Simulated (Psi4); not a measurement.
Psi4 input (wB97X-D/6-31G*):

```
memory 1500 MB

molecule {
1 2
P    -0.00000000   -0.00000000   -0.98809696
P     0.00000000    0.00000000    0.98809696
symmetry c1
no_reorient
no_com
}

set {
  basis 6-31G*
  reference uks
  scf_type pk
  dft_radial_points 99
  dft_spherical_points 590
  e_convergence 1e-8
  d_convergence 1e-7
  maxiter 150
}

e = energy('wb97x-d')
print_out(f'\nFINAL {e:.10f} DIPOLE {variable("CURRENT DIPOLE")[0]:.6f} {variable("CURRENT DIPOLE")[1]:.6f} {variable("CURRENT DIPOLE")[2]:.6f}\n')
```

From the last part of the output:

```
              A
    DOCC [    14 ]
    SOCC [     1 ]
    NA   [    15 ]
    NB   [    14 ]

  @UKS Final Energy:  -682.22847499600971

   => Energetics <=

    Nuclear Repulsion Energy =             60.2495894738660098
    One-Electron Energy =               -1054.4928559903742098
    Two-Electron Energy =                 345.6353393251338844
    DFT Exchange-Correlation Energy =     -33.6205358158949750
    Empirical Dispersion Energy =          -0.0000119887403118
    VV10 Nonlocal Energy =                  0.0000000000000000
    Total Energy =                       -682.2284749960095951

  UHF NO Occupations:
  HONO-2 :   13  A 1.9994357
  HONO-1 :   14  A 1.9960552
  HONO-0 :   15  A 1.0000000
  LUNO+0 :   16  A 0.0039448
  LUNO+1 :   17  A 0.0005643
  LUNO+2 :   18  A 0.0001250
  LUNO+3 :   19  A 0.0001250

Computation Completed

Properties will be evaluated at   0.000000,   0.000000,   0.000000 [a0]

Properties computed using the SCF density matrix

 Multipole Moments:

 ------------------------------------------------------------------------------------
     Multipole            Electronic (a.u.)      Nuclear  (a.u.)        Total (a.u.)
 ------------------------------------------------------------------------------------

 L = 1.  Multiply by 2.5417464519 to convert [e a0] to [Debye]
 Dipole X            :         -0.0000000            0.0000000           -0.0000000
 Dipole Y            :         -0.0000000            0.0000000           -0.0000000
 Dipole Z            :          0.0000000            0.0000000            0.0000000
 Magnitude           :                                                    0.0000000

 ------------------------------------------------------------------------------------

FINAL -682.2284749960 DIPOLE -0.000000 -0.000000 0.000000

*** Psi4 exiting successfully. Buy a developer a beer!
```

The dipole moment of an ion depends on the origin.

The geometry given is a B3LYP-D3(BJ)/def2-TZVP minimum.
